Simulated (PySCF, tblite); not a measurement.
**C₅H₈Cl radical: geometry, infrared bands and EPR parameters**

Wanted: the infrared bands and EPR parameters of C₅H₈Cl radical (`CC(C)/[C]=C\Cl`), by calculation.

The runs use tblite 0.8.0 and PySCF 2.14.0, with density-fitted response routines of our own; the level of theory stands in each step. All values are computed, except where a source is named. Atoms are numbered from 0 throughout.

### Step 1. The molecule as given

14 atoms, charge 0, multiplicity 2; geometry from: force field or distance geometry start.

Bonds of the start (Å): C0–C1 1.53, C1–C2 1.51, C1–C3 1.48, C3–C4 1.29, C4–Cl5 1.69, C0–H6 1.10, C0–H7 1.09, C0–H8 1.10, C1–H9 1.09, C2–H10 1.11, C2–H11 1.09, C2–H12 1.09, C4–H13 1.09.

### Step 2. Geometry optimisation with GFN2-xTB

The job: settings as JSON, then the geometry in Å.

```
{"job": {"kind": "relax", "xc": "GFN2-xTB", "basis": "xTB"}, "charge": 0, "multiplicity": 2}
C     -0.987100    -0.994400     0.742300
C     -0.355900    -0.248900    -0.437000
C     -0.933000     1.142700    -0.570300
C      1.107900    -0.167300    -0.248700
C      2.386700    -0.100400    -0.057100
Cl     2.960800     0.730500     1.303500
H     -0.816900    -0.470000     1.688700
H     -0.583100    -2.000100     0.843200
H     -2.073400    -1.079500     0.602400
H     -0.562500    -0.815700    -1.342100
H     -2.026900     1.095200    -0.739100
H     -0.765500     1.751100     0.322100
H     -0.502300     1.673600    -1.415900
H      3.150500    -0.517100    -0.714400
```

Run with:

```sh
OMP_NUM_THREADS=1 python probes_run.py task.json out
```

The driver reads the jobs from task.json and runs them one after another.

**Question.** This job is followed by: GFN2-xTB harmonic vibrations, gas phase; UKS B3LYP, pcH-1 on C Cl H, non-relativistic, mean-field spin-orbit, GIAO. What will the session give for the following? strongest single infrared mode (GFN2-xTB); zero-point energy (GFN2-xTB); g(iso) (B3LYP); ⟨S²⟩; largest a(iso) (averaged by class); potential on the surface of density 0.002 e/bohr³, 1st and 99th percentile.

The runs gave:

```
                                                                  quantity                 value
                                 strongest single infrared mode (GFN2-xTB)  3035 cm⁻¹, 64 km/mol
                                              zero-point energy (GFN2-xTB)         70.3 kcal/mol
                                                            g(iso) (B3LYP)               2.00168
                                                                      ⟨S²⟩    0.759 (exact 0.75)
                                        largest a(iso) (averaged by class)  13C on C3, 200.7 MHz
potential on the surface of density 0.002 e/bohr³, 1st and 99th percentile    -0.75 V and 1.03 V
```

What this shows: Relaxing lowered the energy by 0.338 eV in 57 steps; the close pair that moved most is C4–Cl5, from 1.694 to 1.839 Å. No mode is imaginary among the 36: a minimum at this level. The strongest single mode, at 3035 cm⁻¹, moves mainly H8 and H10. Unscaled tight-binding wavenumbers are off by several per cent, some by more. Its intensities can rank the bands wrongly. C3 carries the largest spin population, 0.91 e. The isotropic g lies 0.6 ppt below the free-electron value. These values are for one conformer; the search (at its own cheap level) found 2 more, at 0.40, 0.61 kcal/mol, and measured spectra average over such forms.
